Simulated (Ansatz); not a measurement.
This geometry of BFH$_{5}$N (8 atoms, charge 0, multiplicity 1) is a first-order saddle point.

Level of theory: RKS PBE-D4/def2-SVP (Ansatz 0.2.0).

```xyz
8
Properties=species:S:1:pos:R:3
B 0.048 -0.404 -0.023
F -0.313 0.277 1.654
H 1.101 0.129 -0.309
H -0.973 -0.175 -0.640
N 0.144 -1.755 0.627
H -0.581 -2.448 0.422
H 1.066 -2.198 0.677
H -0.168 -0.765 1.690
```

(1) Which two structures does it join? (They come from a converged band through this point; their orientation in space is the band's.)

(2) How far does it lie above each of them?

## Answers

(1) Bonds broken: B1–F2, N5–H8. Bonds formed: F2–H8. BFH5N becomes BH4N + FH.

Image 0:

```xyz
8
Properties=species:S:1:pos:R:3
B 0.033 -0.124 0.170
F 0.218 0.682 1.299
H 0.985 -0.131 -0.622
H -1.090 -0.039 -0.347
N 0.044 -1.677 0.793
H -0.137 -2.374 0.057
H 0.952 -1.897 1.229
H -0.682 -1.780 1.519
```

Image 10:

```xyz
8
Properties=species:S:1:pos:R:3
B 0.104 -0.559 -0.332
F -0.405 0.246 2.280
H 1.114 0.092 -0.494
H -0.973 -0.247 -0.793
N 0.192 -1.757 0.412
H -0.586 -2.416 0.488
H 1.083 -2.146 0.728
H -0.206 -0.554 1.809
```

(2) 27.7 kcal/mol above the first and 5.2 kcal/mol above the second. This is the barrier of this one path; another mechanism may lie lower. The orbitals stay closed-shell, which can raise the energy where a bond breaks towards radicals; this wasn't checked here.

Run time: 84 s on 1 thread of Intel(R) Xeon(R) Platinum 8488C (Sapphire Rapids) (shared host), peak memory 0.14 GiB.
